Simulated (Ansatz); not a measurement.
**C2H4S, singlet: reading a ladder of total energies**

Geometry: MP2(full)/6-31G*, from the G2/97 set.

```xyz
7

C     0.0000   -0.7397   -0.8641
S     0.0000    0.0000    0.7917
C     0.0000    0.7397   -0.8641
H    -0.9139   -1.2501   -1.1486
H     0.9139   -1.2501   -1.1486
H     0.9139    1.2501   -1.1486
H    -0.9139    1.2501   -1.1486
```

Basis STO-3G; Ansatz 0.2.0. Correlated methods freeze the noble-gas cores, which leaves 18 electrons in 16 orbitals. R marks a restricted (for open shells ROHF) determinant.

Full CI is exact within this basis and frozen core; it isn't the basis-set limit.

Runs differ by some tens of microhartree through their thresholds, so steps under 0.03 kcal/mol mean nothing.

```csv
level,total energy (hartree)
RHF,-470.273859
RMP2,-470.412256
RCCSD,-470.450922
RCCSD(T),-470.452517
RCCSDT,-470.452846
RCCSDT(Q),-470.453192
RCCSDTQ,-470.453250
full CI,-470.453260
```

Question: What is the correlation energy at full CI, and what share of it do RMP2 and RCCSD(T) recover?

Answer: E(corr) = -470.453260 − (-470.273859) = -0.179401 hartree = -4.882 eV. RMP2: -0.138397 / -0.179401 = 77.14 %. RCCSD(T): -0.178658 / -0.179401 = 99.59 %.

Question: By how many kcal/mol does RCCSD(T) miss full CI (1 hartree = 627.509 kcal/mol), and which steps make up the rest?

Answer: -470.452517 − (-470.453260) = 0.000743 hartree = 0.47 kcal/mol. Steps: RCCSDT − RCCSD(T) = -0.21, RCCSDT(Q) − RCCSDT = -0.22, RCCSDTQ − RCCSDT(Q) = -0.04, full CI − RCCSDTQ = -0.01 kcal/mol. That is within 1 kcal/mol of the reference in this basis, which itself misses far more of the correlation at the basis-set limit.
